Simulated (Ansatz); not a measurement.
Consider the isomerisation: `CC=C=CN` → `CC#CNC`.

Program: Ansatz. Geometries: PBE0-D4/def2-TZVP. ΔE: electronic, gas phase. CCSD(T)/CBS is the MP2 limit (def2-TZVPP, def2-QZVPP) plus CCSD(T) − MP2 in def2-TZVPP, frozen cores. One conformer a species, not always the lowest.

| level | ΔE (eV) |
| --- | --- |
| MP2/def2-TZVPP | 0.26 |
| HF/CBS(def2) | 0.24 |

What does CCSD(T)/CBS give? (Estimate.)

Ansatz gave: +0.38 eV. The listed levels differ from it by -0.12, -0.14 eV.

Largest T1 diagnostic among the species: 0.012.

From PBE to PBE0 (25 % exact exchange), in def2-TZVPP and without D4, ΔE moves by −0.07 eV.
